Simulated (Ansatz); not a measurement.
Compare A (`C#COC(C)F`) with its isomer B (`C#CCOCF`).

Gas-phase electronic energies from Ansatz, PBE0-D4/def2-TZVP geometries. CCSD(T)/CBS adds triple-zeta CCSD(T) − MP2 to the extrapolated MP2 energy (def2 sets, frozen cores). DFT in def2-TZVPP. B3LYP here is the variant with VWN-RPA as its local correlation; programs differ in this. One conformer a species, not always the lowest.

(1) Which isomer does CCSD(T)/CBS put lower? Give the gap. (Estimate.)

(2) Give E(B) − E(A) in kJ/mol with B3LYP-D4, MP2/def2-TZVPP, HF/def2-TZVPP, r2SCAN-D4, CCSD(T)/def2-TZVPP, B3LYP, CCSD/def2-TZVPP. (An estimate is asked.)

Largest T1 diagnostic: 0.012.

Answers

(1) Ansatz gave: B, by 17.1 kJ/mol.

(2) Ansatz gave: B3LYP-D4 -12.6, MP2/def2-TZVPP -16.4, HF/def2-TZVPP -16.3, r2SCAN-D4 -7.0, CCSD(T)/def2-TZVPP -17.1, B3LYP -12.5, CCSD/def2-TZVPP -17.5. None reverses the order clearly.
